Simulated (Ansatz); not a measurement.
This geometry of AlCl₂H (4 atoms, charge 0, multiplicity 1) is a first-order saddle point.

Level of theory: RKS PBE-D4/def2-mTZVP (Ansatz).

```xyz
4
Properties=species:S:1:pos:R:3
Al -0.409 0.000 0.560
H 1.075 0.000 1.436
Cl 2.109 0.000 0.110
Cl -1.408 0.000 -1.317
```

(1) Which two structures does it join? (They come from a converged band through this point; their orientation in space is the band's.)

(2) How far does it lie above each of them?

## Answers

(1) Bonds broken: Al1–H2, Al1–Cl3. Bonds formed: H2–Cl3. AlCl2H becomes AlCl + ClH.

First end point:

```xyz
4
Properties=species:S:1:pos:R:3
Al 0.321 0.000 0.339
H 0.089 0.000 1.898
Cl 2.267 0.000 -0.457
Cl -1.310 0.000 -0.991
```

Last end point:

```xyz
4
Properties=species:S:1:pos:R:3
Al -0.667 0.000 -0.137
H 1.690 0.000 0.790
Cl 2.947 0.000 1.220
Cl -2.602 0.000 -1.083
```

(2) 254.7 kJ/mol above the first and 58.0 kJ/mol above the second. This is the barrier of this one path; another mechanism may lie lower. The orbitals stay closed-shell, which can raise the energy where a bond breaks towards radicals; this wasn't checked here.

Time of the run: 26 s on 2 threads of Intel(R) Xeon(R) 6975P-C (Granite Rapids), on a shared host, peak memory 0.14 GiB.
